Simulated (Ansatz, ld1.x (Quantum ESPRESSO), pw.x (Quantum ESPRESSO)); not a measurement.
What a changed setting does to a pw.x run (bcc Nb)

Potential: PAW, ld1.x (Quantum ESPRESSO) 7.5, PBE; core [Ar] 3d10, reference 4s2 4p6 4d4 5s1 5p0; waves: 4s (bound): rcut 1.50, rcutus 1.80 bohr; 5s (bound): rcut 1.50, rcutus 1.80 bohr; 4p (bound): rcut 2.05, rcutus 2.40 bohr; 5p (bound, empty): rcut 2.05, rcutus 2.40 bohr; 4d (bound): rcut 1.75, rcutus 2.35 bohr; 4d channel at 2.7 Ry: rcut 1.75, rcutus 2.35 bohr; local part: all-electron potential smoothed inside 1.80 bohr (lloc = -2); core correction: a·sin(br)/r model core inside 1.76 bohr; augmentation: PSQ, inside the norm-conserving radii.

The reference run (k-mesh 14³, cutoffs 45/360 Ry, Fermi–Dirac 0.01 Ry, mixing_beta 0.4, conv_thr 1e-9, no spin) gives 1.71 GPa at 18.179 Å³/atom, where all-electron LAPW gives 0.16 GPa. This run, with its own iteration cap, changes k-mesh points per axis to 2.

```
&control
  calculation='scf', prefix='x', pseudo_dir='./', outdir='./tmp', tstress=.true., disk_io='none'
/
&system
  ibrav=0, nat=1, ntyp=1, ecutwfc=45, ecutrho=360, nbnd=14,
  occupations='smearing', smearing='fd', degauss=0.01
/
&electrons
  conv_thr=1e-09, mixing_beta=0.4, electron_maxstep=60
/
ATOMIC_SPECIES
Nb 1.0 Nb.UPF
CELL_PARAMETERS angstrom
  -1.65641822 1.65641822 1.65641822
  1.65641822 -1.65641822 1.65641822
  1.65641822 1.65641822 -1.65641822
ATOMIC_POSITIONS crystal
Nb 0.0000 0.0000 0.0000
K_POINTS automatic
2 2 2 0 0 0
```

```bash
pw.x < Nb.scf.in > Nb.scf.out
```

Problem. How does the run end?

Solution. It converges in 14 iterations; the free energy moves by -1.06 eV/atom and the pressure by -21.52 GPa.

```
Message from routine setup:
     using ibrav=0 with symmetry is DISCOURAGED, use correct ibrav instead
     lattice parameter (alat)  =       5.4216  a.u.
     unit-cell volume          =     122.6780 (a.u.)^3
     number of electrons       =        13.00
     number of Kohn-Sham states=           14
     kinetic-energy cutoff     =      45.0000  Ry
     charge density cutoff     =     360.0000  Ry
     scf convergence threshold =      1.0E-09
     Exchange-correlation= SLA  PW   PBX  PBC
     number of k points=     3  Fermi-Dirac smearing, width (Ry)=  0.0100
     iteration #  1     ecut=    45.00 Ry     beta= 0.40
     total energy              =    -334.34453955 Ry
     estimated scf accuracy    <       0.08431890 Ry
     iteration #  2     ecut=    45.00 Ry     beta= 0.40
     total energy              =    -334.34374897 Ry
     estimated scf accuracy    <       0.02184737 Ry
     iteration #  3     ecut=    45.00 Ry     beta= 0.40
     total energy              =    -334.34600089 Ry
     estimated scf accuracy    <       0.00123298 Ry
     [... 8 iterations left out ...]
     iteration # 12     ecut=    45.00 Ry     beta= 0.40
     total energy              =    -334.34607319 Ry
     estimated scf accuracy    <          3.1E-09 Ry
     iteration # 13     ecut=    45.00 Ry     beta= 0.40
     total energy              =    -334.34607319 Ry
     estimated scf accuracy    <       0.00000001 Ry
     iteration # 14     ecut=    45.00 Ry     beta= 0.40
     the Fermi energy is    19.7757 ev
!    total energy              =    -334.34607319 Ry
     estimated scf accuracy    <          2.6E-12 Ry
     smearing contrib. (-TS)   =      -0.00956346 Ry
     convergence has been achieved in  14 iterations
          total   stress  (Ry/bohr**3)                   (kbar)     P=     -198.07
     Message from routine punch:
     Nothing written, as per user request (disk_io='none')
```

The run took about 9.2 s on one core of a shared host (AMD EPYC 7R43 64-Core Processor, 256 threads, 1004 GiB, load 62).
